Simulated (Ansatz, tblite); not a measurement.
# The cluster Li2S: a ladder of methods and basis sets

One table from this session's results is given with a row withheld; the runs are named, their logs left out.

Method: as each input shows; program: Ansatz 0.2.0, Gaussian basis.

The runs, in order: GFN1-xTB, GFN2-xTB, PBE-D4/def2-TZVP, r2SCAN-D4/def2-TZVP, B2PLYP/def2-TZVP, ωB97X-V/def2-TZVP, r2SCANh-D4/def2-TZVP, LDA/def2-TZVP, BHLYP-D4/def2-TZVP, PBE-D4/def2-SVP, PBE0-D4/def2-SVP, HF/6-31G, B3LYP-D4/6-31G, PBE0-D4/def2-TZVPD, PBE-D4/def2-TZVPD, r2SCAN-D4/def2-TZVPD, CCSD(T)/def2-TZVPP, MP2/def2-TZVP, RPA/def2-TZVP, CCSD(T)/def2-TZVPD.

## The geometry

The singlet was relaxed beforehand with PBE0-D4/def2-TZVP. At that level it is the lowest of the isomers that a small search found.

3 atoms, charge 0, spin multiplicity 1.

Bond lengths: Li1–S3 2.071 Å, Li2–S3 2.071 Å. Angles: Li1–S3–Li2 135.1°.

Geometry (Å):

```mol
Li2S
  3D, bonds by distance, orders not assigned

  3  2  0  0  0  0  0  0  0  0999 V2000
    1.1458   -1.4918   -0.4401 Li  0  0
   -0.9923    1.3720    0.9300 Li  0  0
   -0.1535    0.1198   -0.4899 S   0  0
  1  3  8  0
  2  3  8  0
M  END
```

PBE0-D4/def2-TZVP was run before; its log isn't repeated, and its numbers join the tables.

The first run:

Tight binding, by tblite at 300 K electronic temperature and without a spin-polarisation term:

```python
tblite.interface.Calculator('GFN1-xTB', numbers, positions, charge=0, uhf=0).singlepoint()
```

Tight binding, by tblite at 300 K electronic temperature and without a spin-polarisation term:

```python
tblite.interface.Calculator('GFN2-xTB', numbers, positions, charge=0, uhf=0).singlepoint()
```

start.molden holds the orbitals of an earlier run on this state, given as this run's starting guess.

Contents of in.yaml:

```yaml
crystal:
  periodic: [false, false, false]
  atoms:
    - {symbol: Li, position_ang: [1.145843, -1.491784, -0.440098]}
    - {symbol: Li, position_ang: [-0.992330, 1.371976, 0.930036]}
    - {symbol: S, position_ang: [-0.153513, 0.119808, -0.489938]}
basis:
  gaussian: {orbitals: def2-TZVP, initial_orbitals: start.molden}
hamiltonian: {xc: pbe, dispersion: d4}
scf: {omitted_lower_state_checks: [starts]}
output: {orbitals: {seedname: orbitals}}
```

Launch:

```sh
$ ansatz run in.yaml --threads 4 --pin off --events-out ev --progress --plain --max-ram 3916MiB
```

Among the steps run: PBE-D4/def2-TZVP; r2SCAN-D4/def2-TZVP; B2PLYP/def2-TZVP; ωB97X-V/def2-TZVP; r2SCANh-D4/def2-TZVP; LDA/def2-TZVP; BHLYP-D4/def2-TZVP; PBE-D4/def2-SVP; PBE0-D4/def2-SVP; HF/6-31G; B3LYP-D4/6-31G; PBE0-D4/def2-TZVPD; PBE-D4/def2-TZVPD; r2SCAN-D4/def2-TZVPD; CCSD(T)/def2-TZVPP; MP2/def2-TZVP; RPA/def2-TZVP; CCSD(T)/def2-TZVPD.

One table of the session follows, with a row left open; its other results are not shown here.

```
               level  HOMO (eV)  gap (eV)
            HF/6-31G      -6.80      7.30
       LDA/def2-TZVP      -3.66      2.28
     PBE-D4/def2-SVP      -3.24      1.97
    PBE-D4/def2-TZVP      -3.52      2.14
   PBE-D4/def2-TZVPD      -3.57      2.17
 r2SCAN-D4/def2-TZVP      -3.64      2.85
r2SCAN-D4/def2-TZVPD      -3.68      2.89
r2SCANh-D4/def2-TZVP          ?         ?
      B3LYP-D4/6-31G      -4.35      3.16
    PBE0-D4/def2-SVP      -4.21      3.45
   PBE0-D4/def2-TZVP      -4.48      3.62
  PBE0-D4/def2-TZVPD      -4.52      3.62
  BHLYP-D4/def2-TZVP      -5.34      4.80
   ωB97X-V/def2-TZVP      -6.63      7.00
```

**Question.** Estimate the row for r2SCANh-D4/def2-TZVP.

**Answer.** HOMO (eV): -4.01; gap (eV): 3.34. In the column «HOMO (eV)» it lies between PBE0-D4/def2-SVP (-4.21) and r2SCAN-D4/def2-TZVPD (-3.68).
